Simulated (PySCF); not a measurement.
Checking a proposed structure

A compound C₃H₇NO gives the data below (simulated from a calculation) and was assigned the structure `CNC(C)=O`.

¹³C{¹H} NMR (computed): δ 172.9 (C), 29.4 (CH2), 10.2 (CH3).

¹H NMR (300 MHz, computed): δ 4.65 (br, 1H), 4.52 (br, 1H), 2.05 (q, J = 7.8 Hz, 2H), 1.12 (t, J = 7.8 Hz, 3H).

- coordinates at the GFN2-xTB level
- spin–spin couplings from B3LYP/pcJ-1 (spin–dipole term only in couplings to heteroatoms)
- σ from GIAO-PBE0/pcSseg-1
- program: PySCF 2.14
- one conformer, one averaged value for each set of equivalent atoms, isolated molecule, relativity neglected

δ = σ(ref) − σ, references computed at the same level: ¹H (σref 31.72), ¹³C (σref 186.93) vs TMS.

Task: Compare with the shifts computed for the proposed structure, pairing carbons in order of shift.

Result: Atoms are numbered as in `[CH3:1][NH:2][C:3]([CH3:4])=[O:5]`. Hydrogens are named by the atom that carries them.

```json
{"atom": "C3", "computed for proposal": "168.3", "given list": "172.9", "difference": "-4.6"}
{"atom": "C1", "computed for proposal": "26.4", "given list": "29.4", "difference": "-3.0"}
{"atom": "C4", "computed for proposal": "24.0", "given list": "10.2", "difference": "+13.8"}
```

The rms difference is 8.6 ppm and the largest +13.8 ppm at C4 (methyl carbon α to a carbonyl). The carbon types in order of shift don't match either: C, CH3, CH3 for the proposal against C, CH2, CH3 in the data. The proposal doesn't fit.

Task: Which isomer fits?

Result: propionamide.

Carbon types of the structure: 1 × C, 1 × CH2, 1 × CH3, leaving 2 H on heteroatoms. δC 172.9: amide carbonyl carbon; it is a carbonyl in resonance with an O or N lone pair, the region of acids, esters and amides. δC 29.4: sp3 CH2 α to a carbonyl; the adjacent C=O deshields it moderately. δH 4.65, 4.52: hydrogen on an amide-type nitrogen; labile proton, position sensitive to the medium. δH 2.05: hydrogen on an sp3 CH2 α to a carbonyl; α to C=O. The protons at 1.12 and 2.05 share a coupling of 7.8 Hz (vicinal).

Other isomers checked: C=NCOC (rms 46.9 ppm).

This is the structure that produced the data.

OH and NH positions are those of a molecule without intermolecular hydrogen bonds; in solution they move with solvent, concentration and temperature, and exchange usually removes their couplings. Rotation about the amide-type C–N bond is slow at room temperature, so the two groups on nitrogen are listed apart. Multiplet labels drop couplings under 1 Hz and merge nearly equal ones. Unscaled 3J(H,H) at this level run about 10 % above measured values. Shifts are as computed. Against solution values, carbons near 30 ppm lie about +3 ppm off and those near 130 ppm about +5 ppm. Of 1211 compounds with measured shifts, 218 miss one by over three times the rms of a fit or turn the order of signals round; such compounds aren't used in these exercises. Hydrogen bonding in solution deshields acid and N–H amide carbonyl carbons by as much as 10 ppm beyond these values.
